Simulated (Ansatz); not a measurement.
C4H8F2, SMILES `CC(C)C(F)F`, charge 0, multiplicity 1.

Task: Give a relaxed structure at PBE0-D4/def2-TZVP (Ansatz 0.2.0). (Estimate.)

Result: Ansatz gave: 
Z-matrix (Å, degrees):
```
C
C 1 1.522
H 1 1.093 2 111.8
H 1 1.091 2 110.3 3 -119.9
H 1 1.092 2 110.8 3 120.6
C 2 1.521 1 112.2 3 179.3
C 2 1.511 1 109.9 3 -56.0
H 2 1.097 1 108.8 3 58.5
H 6 1.091 2 111.5 1 -179.7
H 6 1.092 2 110.8 1 59.7
H 6 1.092 2 110.1 1 -59.6
F 7 1.360 2 110.8 1 175.6
F 7 1.362 2 111.0 1 -65.9
H 7 1.096 2 112.9 1 54.8
```
This is one stationary point; other conformers may exist.
